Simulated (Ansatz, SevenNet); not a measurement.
Bulk modulus (GPa) of solids drawn from the class of elemental solids other than molecular ones, at two levels: the machine-learned potential SevenNet-0 (trained on PBE and PBE+U data), and PBE in Ansatz (plane waves, PAW).

| solid | SevenNet-0 | PBE | shift (%) |
|---|---|---|---|
| fcc Ca | 16.0 | 17.4 | +8.7 |
| bcc Na | 6.87 | 7.77 | +13.1 |
| bcc Nb | 174 | 169 | -2.9 |
| hcp Sc | 52.4 | 54.2 | +3.4 |
| diamond-structure Ge | 43.3 | 59.0 | +36 |
| bcc Ta | 197 | 194 | -1.5 |

The shifts run from -2.9 % to +36 %, with a median of +6.1 %.

Over all 6 rows PBE is the larger in 4.

Ansatz's runs of these crystals have no spin polarisation.

Spin–orbit coupling is left out, also for the solids with elements from indium on (bcc Ta); its size isn't shown.

Each level is taken at its own relaxed cell. Caveats: the gap of the solid is closed in this run (PBE: diamond-structure Ge). Ansatz's density-functional and Hartree–Fock values are scalar-relativistic unless marked +SOC, with PAW data made under PBE.

Ansatz is a quantum-chemistry and plane-wave program.
